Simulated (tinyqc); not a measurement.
UHF in the sto-3g basis, for H2O+, spin multiplicity 2, step by step (part 2 of 2). Computed by tinyqc, a small Python program that keeps every step (integrals from PySCF). Command: `OMP_NUM_THREADS=1 python tinyqc.py 21594 21595 out.jsonl` (the two numbers bound the seeds that draw the settings). One thread of a shared host (Intel(R) Xeon(R) Processor @ 2.60GHz), about 0.2 s of CPU time with the checks.

Geometry (angstrom):
```
atom,x,y,z
O,0.000000,0.000000,0.000000
H,0.000000,0.975000,0.834000
H,0.000000,-0.975000,0.834000
```

## Iteration 2: diagonalisation and new density

extrapolated F(alpha) (hartree), lower triangle:
```
,1O 1s,1O 2s,1O 2px,1O 2py,1O 2pz,2H 1s,3H 1s
1O 1s,-20.666770
1O 2s,-5.276770,-2.850293
1O 2px,0.000000,0.000000,-0.887267
1O 2py,0.000000,0.000000,0.000000,-0.751092
1O 2pz,-0.020300,-0.088377,0.000000,0.000000,-0.751154
2H 1s,-0.569912,-0.715776,0.000000,-0.371845,-0.347974,-0.606924
3H 1s,-0.569912,-0.715776,0.000000,0.371845,-0.347974,-0.212097,-0.606924
```

extrapolated F(beta) (hartree), lower triangle:
```
,1O 1s,1O 2s,1O 2px,1O 2py,1O 2pz,2H 1s,3H 1s
1O 1s,-20.658382
1O 2s,-5.240929,-2.669364
1O 2px,0.000000,0.000000,0.005961
1O 2py,0.000000,0.000000,0.000000,-0.698858
1O 2pz,-0.021140,-0.088021,0.000000,0.000000,-0.700708
2H 1s,-0.564795,-0.685708,0.000000,-0.369046,-0.345770,-0.606933
3H 1s,-0.564795,-0.685708,0.000000,0.369046,-0.345770,-0.206765,-0.606933
```

X, lower triangle:
```
,1O 1s,1O 2s,1O 2px,1O 2py,1O 2pz,2H 1s,3H 1s
1O 1s,1.022982
1O 2s,-0.130811,1.092228
1O 2px,0.000000,0.000000,1.000000
1O 2py,0.000000,0.000000,0.000000,1.038466
1O 2pz,-0.004810,0.041814,0.000000,0.000000,1.024867
2H 1s,0.014916,-0.155331,0.000000,-0.121783,-0.092760,1.069794
3H 1s,0.014916,-0.155331,0.000000,0.121783,-0.092760,-0.045114,1.069794
```

D(alpha) after iteration 1, lower triangle:
```
,1O 1s,1O 2s,1O 2px,1O 2py,1O 2pz,2H 1s,3H 1s
1O 1s,1.066752
1O 2s,-0.241559,1.022364
1O 2px,0.000000,0.000000,0.757771
1O 2py,0.000000,0.000000,0.000000,0.640115
1O 2pz,0.015153,-0.076668,0.000000,0.000000,0.668500
2H 1s,-0.011046,0.037728,0.000000,0.103373,0.083633,0.383993
3H 1s,-0.011046,0.037728,0.000000,-0.103373,0.083633,0.016197,0.383993
```

D(beta) after iteration 1, lower triangle:
```
,1O 1s,1O 2s,1O 2px,1O 2py,1O 2pz,2H 1s,3H 1s
1O 1s,0.916585
1O 2s,-0.206727,0.875984
1O 2px,0.000000,0.000000,0.366217
1O 2py,0.000000,0.000000,0.000000,0.551503
1O 2pz,0.014704,-0.073178,0.000000,0.000000,0.578626
2H 1s,-0.010165,0.032736,0.000000,0.096990,0.079545,0.316482
3H 1s,-0.010165,0.032736,0.000000,-0.096990,0.079545,0.012127,0.316482
```

overlap S, lower triangle:
```
,1O 1s,1O 2s,1O 2px,1O 2py,1O 2pz,2H 1s,3H 1s
1O 1s,1.000000
1O 2s,0.236704,1.000000
1O 2px,0.000000,0.000000,1.000000
1O 2py,0.000000,0.000000,0.000000,1.000000
1O 2pz,0.000000,0.000000,0.000000,0.000000,1.000000
2H 1s,0.025007,0.289015,0.000000,0.206057,0.176258,1.000000
3H 1s,0.025007,0.289015,0.000000,-0.206057,0.176258,0.129340,1.000000
```

A level shift of 1 hartree raises the virtual space: F + shift (S - S D(s) S), with D(s) the density of one spin. Diagonalise F' = X^T F X, C = X C', fill 5 alpha and 4 beta electrons from the bottom; D(s) = C_occ C_occ^T; the new density keeps 0.7 of the old one (damping). Each column has its largest component positive (the first on a tie).

F' = X^T F X (alpha) (hartree), lower triangle:
```
,1,2,3,4,5,6,7
1,-20.302017
2,-2.687844,-1.808680
3,0.000000,0.000000,-0.645038
4,0.000000,0.000000,0.000000,-0.311473
5,-0.044009,0.067643,0.000000,0.000000,-0.366762
6,-0.014810,-0.539017,0.000000,-0.494243,-0.411788,0.184124
7,-0.014810,-0.539017,0.000000,0.494243,-0.411788,-0.137111,0.184124
```

orbital energies (alpha) (hartree): MO1 -20.685614, MO2 -1.761756, MO3 -0.762343, MO4 -0.656643, MO5 -0.645038, MO6 0.673568, MO7 0.772104

coefficients C (alpha):
```
,MO1,MO2,MO3,MO4,MO5,MO6,MO7
1O 1s,0.994363,-0.241536,0.000000,0.082998,0.000000,0.100435,0.000000
1O 2s,0.023435,0.905123,0.000000,-0.383209,0.000000,-0.541693,0.000000
1O 2px,0.000000,0.000000,0.000000,0.000000,1.000000,0.000000,0.000000
1O 2py,0.000000,0.000000,0.779305,0.000000,0.000000,0.000000,-0.707643
1O 2pz,0.002223,0.112451,0.000000,0.824913,0.000000,-0.613353,0.000000
2H 1s,-0.002815,0.148433,0.325001,0.252303,0.000000,0.687198,0.728503
3H 1s,-0.002815,0.148433,-0.325001,0.252303,0.000000,0.687198,-0.728503
```

F' = X^T F X (beta) (hartree), lower triangle:
```
,1,2,3,4,5,6,7
1,-20.157836
2,-2.672793,-1.484611
3,0.000000,0.000000,0.639743
4,0.000000,0.000000,0.000000,-0.165969
5,-0.044430,0.068817,0.000000,0.000000,-0.223546
6,-0.017303,-0.499616,0.000000,-0.475087,-0.395920,0.251830
7,-0.017303,-0.499616,0.000000,0.475087,-0.395920,-0.121153,0.251830
```

orbital energies (beta) (hartree): MO1 -20.533670, MO2 -1.446054, MO3 -0.620394, MO4 -0.504155, MO5 0.639743, MO6 0.748564, MO7 0.827407

coefficients C (beta):
```
,MO1,MO2,MO3,MO4,MO5,MO6,MO7
1O 1s,0.994922,-0.234636,0.000000,0.092049,0.000000,0.103319,0.000000
1O 2s,0.021220,0.881046,0.000000,-0.420734,0.000000,-0.553504,0.000000
1O 2px,0.000000,0.000000,0.000000,0.000000,1.000000,0.000000,0.000000
1O 2py,0.000000,0.000000,0.763702,0.000000,0.000000,0.000000,0.724454
1O 2pz,0.002177,0.131882,0.000000,0.815017,0.000000,-0.622642,0.000000
2H 1s,-0.002683,0.169424,0.340796,0.252489,0.000000,0.682258,-0.721249
3H 1s,-0.002683,0.169424,-0.340796,0.252489,0.000000,0.682258,0.721249
```

D(alpha) after iteration 2, lower triangle:
```
,1O 1s,1O 2s,1O 2px,1O 2py,1O 2pz,2H 1s,3H 1s
1O 1s,1.062922
1O 2s,-0.237228,1.005649
1O 2px,0.000000,0.000000,0.830440
1O 2py,0.000000,0.000000,0.000000,0.630275
1O 2pz,0.023662,-0.117952,0.000000,0.000000,0.675890
2H 1s,-0.013046,0.037690,0.000000,0.148343,0.125987,0.326192
3H 1s,-0.013046,0.037690,0.000000,-0.148343,0.125987,0.005359,0.326192
```

D(beta) after iteration 2, lower triangle:
```
,1O 1s,1O 2s,1O 2px,1O 2py,1O 2pz,2H 1s,3H 1s
1O 1s,0.957629
1O 2s,-0.212011,0.899302
1O 2px,0.000000,0.000000,0.256352
1O 2py,0.000000,0.000000,0.000000,0.561024
1O 2pz,0.024166,-0.119224,0.000000,0.000000,0.609534
2H 1s,-0.012870,0.035810,0.000000,0.145973,0.124118,0.284118
3H 1s,-0.012870,0.035810,0.000000,-0.145973,0.124118,0.001385,0.284118
```

## Convergence

Stop when the energy changes by less than 1e-09 hartree and every element of the error matrix X^T (F D S - S D F) X (for each spin) is below 9e-06.

Course of the cycle:
```
iteration,E (hartree),change,largest element of the error matrix
1,-70.03687018,-,3.28e-01
2,-71.36000313,-1.32e+00,2.38e-01
3,-72.29668391,-9.37e-01,1.64e-01
4,-72.96827855,-6.72e-01,1.23e-01
5,-73.44698161,-4.79e-01,9.64e-02
6,-73.78595997,-3.39e-01,7.59e-02
7,-74.02538177,-2.39e-01,5.92e-02
8,-74.19399076,-1.69e-01,4.67e-02
9,-74.31242258,-1.18e-01,3.63e-02
10,-74.39581451,-8.34e-02,2.85e-02
11,-74.45461003,-5.88e-02,2.24e-02
12,-74.49608811,-4.15e-02,1.77e-02
13,-74.52526296,-2.92e-02,1.43e-02
14,-74.54573014,-2.05e-02,1.17e-02
...,...,...,...
51,-74.59444924,-1.98e-07,7.42e-05
52,-74.59444939,-1.48e-07,6.43e-05
53,-74.59444950,-1.08e-07,5.55e-05
54,-74.59444958,-7.96e-08,4.78e-05
55,-74.59444963,-5.76e-08,4.20e-05
56,-74.59444968,-4.15e-08,3.71e-05
57,-74.59444971,-3.06e-08,3.27e-05
58,-74.59444973,-2.24e-08,2.85e-05
59,-74.59444975,-1.65e-08,2.49e-05
60,-74.59444976,-1.23e-08,2.16e-05
61,-74.59444977,-9.16e-09,1.87e-05
62,-74.59444977,-6.83e-09,1.62e-05
63,-74.59444978,-5.10e-09,1.40e-05
64,-74.59444978,-3.83e-09,1.20e-05
```

PySCF UHF in the same basis, after a stability check = -74.59444979 hartree

Not converged within the cap of 64 iterations: the residual falls steadily but slowly, by a factor of about 0.87 a step. Reruns (cap 100 unless said): DIIS 8: converged in 13; damping 0.5: not converged; level shift 0.5: converged in 79; atomic densities as start, DIIS 8: converged in 13; the original settings with a cap of 400: converged in 69.
